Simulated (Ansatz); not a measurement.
# H2O + SiO: a complex and its separated parts

The complex below is one end of an elementary step. How strongly is it bound against its free parts?

Computed with Ansatz 0.2.0, Gaussian basis. Level: PBE0-D4/def2-TZVP structures, single points in def2-TZVPP, no counterpoise correction.

Levels: SPW92, PBE-D4, BLYP-D4, r2SCAN-D4, B97M-V, PBE0-D4, B3LYP-D4, r2SCAN0-D4, BHLYP-D4, CAM-B3LYP-D4, wB97X-V, wB97M-V, B2PLYP, PBE-QIDH, RPA on PBE, Hartree-Fock, MP2, CCSD, CCSD(T).

Cores are frozen in the correlated methods. B3LYP uses VWN-RPA correlation. B2PLYP carries no dispersion term here.

40 further runs of the same task are left out: 40 set aside as unsound or not needed.

### 1 Where the work starts

The complex: 5 atoms, charge 0, spin multiplicity 1.

Atoms are counted from 1 here; the program's logs count them from 0.

Bond lengths: H1–O4 0.970 Å, O2–Si3 1.523 Å, O4–H5 0.962 Å. Angles: H1–O4–H5 107.3°.

Geometry (Å):

```xyz
5

H    -0.4878    0.4261   -0.6203
O     0.0153   -1.7263   -0.4675
Si    0.5096   -1.2376    0.8871
O    -0.3013    0.8948    0.2080
H     0.2643    1.6431   -0.0073
```

Its parts: H2O holds atoms 1, 4, 5; SiO holds atoms 2, 3. Each part counts its atoms afresh in its own runs.

### 2 Relaxing H2O alone

Contents of relax-a/in.yaml:

```yaml
crystal:
  periodic: [false, false, false]
  atoms:
    - {symbol: H, position_ang: [-0.487793, 0.426093, -0.620253]}
    - {symbol: O, position_ang: [-0.301286, 0.894819, 0.207952]}
    - {symbol: H, position_ang: [0.264323, 1.643135, -0.007275]}
basis:
  gaussian: {orbitals: def2-TZVP}
hamiltonian: {xc: pbe0, dispersion: d4}
relax: {f_tol: 0.005, max_steps: 200}
```

Command:

```sh
ansatz run in.yaml --threads 2 --pin off --events-out ev --progress --plain --max-ram 4352MiB
```

Further steps of the session: Relaxing SiO alone; SPW92/def2-TZVPP; PBE-D4/def2-TZVPP; BLYP-D4/def2-TZVPP; r2SCAN-D4/def2-TZVPP; B97M-V/def2-TZVPP; PBE0-D4/def2-TZVPP; B3LYP-D4/def2-TZVPP; r2SCAN0-D4/def2-TZVPP; BHLYP-D4/def2-TZVPP; CAM-B3LYP-D4/def2-TZVPP; wB97X-V/def2-TZVPP; wB97M-V/def2-TZVPP; B2PLYP/def2-TZVPP; PBE-QIDH/def2-TZVPP; RPA on PBE/def2-TZVPP; CCSD(T)/def2-TZVPP; CCSD(T)/def2-QZVPP; Vibrations of H2O; Vibrations of SiO.

**Question.** What will these runs give? Wanted: complex less parts, CCSD(T)/def2-TZVPP; with zero-point energy; largest T1 diagnostic.

The runs gave:

| quantity | value |
| --- | --- |
| complex less parts, CCSD(T)/def2-TZVPP | -5.2 kcal/mol |
| with zero-point energy | -3.4 kcal/mol |
| largest T1 diagnostic | 0.026 |

What this shows: At CCSD(T) the complex lies 5.2 kcal/mol below its parts. The functionals run from B2PLYP, off by -0.4 kcal/mol, to SPW92, off by -9.0 kcal/mol, against CCSD(T). By rung, the mean size of the error is: LDA 9.0, GGA 3.1, meta-GGA 2.9, hybrid 2.9, range-separated hybrid 2.8, double hybrid 1.1 kcal/mol. PBE-D4 gives a relative energy 3.9 kcal/mol too low, outside chemical accuracy (1 kcal/mol). No counterpoise was applied, and triple zeta lacks some correlation, so the CCSD(T) reference has a basis error of its own, and close matches with it are partly luck. The T1 diagnostic is large here, over the usual mark for main-group molecules (transition-metal compounds often pass it harmlessly), so CCSD(T) itself may be off.
